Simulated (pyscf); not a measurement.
PySCF, gas phase, ωB97X-D3(BJ)/def2-SVP geometries.

Q: Estimate the classical barrier height and the reaction energy of HO–GeH₃ + GeH₃• -> H₃Ge–O–GeH₃ + H• at ωB97M-D3(BJ)/def2-TZVP. The step runs on the doublet surface, breaks H–O and forms Ge–O; take the separated reactants as zero.

A: ΔE‡ = 28.5 kcal/mol, ΔE = +17.6 kcal/mol. Zero-point energy shifts the barrier by -3.5 kcal/mol. It is a substitution at O, with an imaginary mode of 1781i cm⁻¹. This is the saddle that the search found; another between the same sides may lie lower. The angle at the attacked O is 121°. Elements up to Kr have no core potential and no relativistic terms here.
